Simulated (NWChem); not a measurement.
**tetrafluoromethane (CF4) in NWChem**

```xyz
5

F      1.0742     0.0000    -0.7596
C      0.0000     0.0000     0.0000
F     -1.0742     0.0000    -0.7596
F      0.0000    -1.0742     0.7596
F      0.0000     1.0742     0.7596
```
Charge 0, spin multiplicity 1.

All runs are NWChem calculations. The geometry was optimised at PBE0/def2-SVP, a minimum by its harmonic frequencies.

Symmetry labels belong to the abelian group C2v used in the runs, with the axes of the coordinates shown; states degenerate in a higher group split over its labels.

Problem. List the lowest 3 singlet excitations that CIS/def2-SVP gives, with oscillator strengths.

Solution. 
| state | symmetry | energy (eV) | wavelength (nm) | f |
|---|---|---|---|---|
| 1 | b1 | 17.47 | 71 | 0.000 |
| 2 | a2 | 17.47 | 71 | 0.000 |
| 3 | b2 | 17.47 | 71 | 0.000 |
